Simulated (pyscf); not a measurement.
Optimised with ωB97X-D3(BJ)/def2-SVP in PySCF. MP2 and CC: frozen core, UHF for open shells. ΔMP2 is the change of the MP2 total energy from the triple- to the quadruple-zeta basis.

Question: What is the homolytic dissociation enthalpy (298 K, CCSD(T)/def2-TZVPP + ΔMP2(QZVPP)) of the C–Cl bond of H₃Si–CH₂–Cl, to •H₂C–SiH₃ + Cl•?

Answer: C–Cl to •H₂C–SiH₃ + Cl•: 79.3 kcal/mol. H₃Si–CH₂–Cl lies 42.9 kcal/mol over its isomer H₃C–SiH₂–Cl (electronic energy, ωB97M-D3(BJ)). •H₂C–SiH₃ lies 10.6 kcal/mol over its isomer H₃C–SiH₂• (electronic energy, ωB97M-D3(BJ)). The CCSD(T) − MP2 part came from Ansatz, without density fitting, on the same reference. Left out: the spin-orbit lowering of Cl.
